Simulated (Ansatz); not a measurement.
## Ansatz (development build ahead of 0.2.0) run

```yaml
crystal:
  periodic: [false, false, false]
  atoms:
    - { symbol: C, position_ang: [-0.00274, 0.02135, -0.68239] }
    - { symbol: C, position_ang: [-0.00872, -0.03779, 0.78815] }
    - { symbol: H, position_ang: [0.92486, 0.01689, 1.3517] }
    - { symbol: H, position_ang: [-0.93625, 0.02401, 1.35287] }
    - { symbol: H, position_ang: [-0.00082, 1.06298, -1.07552] }
    - { symbol: H, position_ang: [0.8938, -0.47101, -1.13152] }
    - { symbol: H, position_ang: [-0.88276, -0.4621, -1.11998] }
basis:
  gaussian: { orbitals: cc-pVDZ }
magnetization:
  spin_polarized: true
  initial_magnetization: 1
hamiltonian:
  xc: hf
correlation:
  method: mp2
  frozen_orbitals: { C: 1, H: 0 }
```

The input is written out in the form of the current development build from the run's settings.

The run gave:

```yaml
Converged: yes
Reference_energy: -78.60308 hartree
Correlation_energy: -0.26852 hartree
Total_energy: -78.87159 hartree
Spin_squared_of_the_determinant: 0.763
```
